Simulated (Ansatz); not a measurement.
in.yaml

```yaml
crystal:
  periodic: [false, false, false]
  atoms:
    - {symbol: H, position_ang: [0.000000, 0.000000, -1.687521]}
    - {symbol: H, position_ang: [0.000000, 0.000000, -0.795521]}
    - {symbol: N, position_ang: [0.000000, 0.000000, 1.821563]}
    - {symbol: C, position_ang: [0.000000, 0.000000, 0.661479]}
basis:
  gaussian: {orbitals: "6-31++G**"}
magnetization: {spin_polarized: false, initial_magnetization: 1}
correlation: {active_space: {ras: {orbitals: [5, 1, 42], electrons: 8, max_holes: 2, max_particles: 2}, fixed_orbitals: true}}
scf: {lower_state_search: off}
output: {forces: true}
```

```sh
$ ansatz run in.yaml --threads 1 --pin off --events-out ev --progress --plain --max-ram 2393MiB
```

Question: One thing in this input was set wrong on purpose, beside settings that are merely unusual. What is the gravest fault, and what does the program do?

Answer: Electron count of the space is wrong. How the run ends: stopped by an error.
```
these checks for a lower state are left out or cut short: starts, cluster_reference, orbital_swaps, neighbouring_geometries, increment
461 factors; integrals over basis functions are off by at most 1.1e-3 eV
mean field evaluation 1: about -2536.6840 eV, gradient 2.7e1 eV
mean field evaluation 2: about -2536.6857 eV, gradient 2.7e1 eV
mean field evaluation 4: about -2538.6988 eV, gradient 5.3e0 eV
mean field evaluation 8: about -2538.9035 eV, gradient 1.6e-1 eV
mean field -2538.90468732 eV, -93.3030263276 hartree, gradient 2.8e-6 eV, S^2 0.750000; 0 other end points of the search recorded, 0 dependent functions left out
reference -2538.90468732 eV, -93.3030263276 hartree; 8, 7 occupied and 42, 43 virtual orbitals, 461 factors
Error: 8 electrons in 48 orbitals form no window around the highest filled level of the reference
```
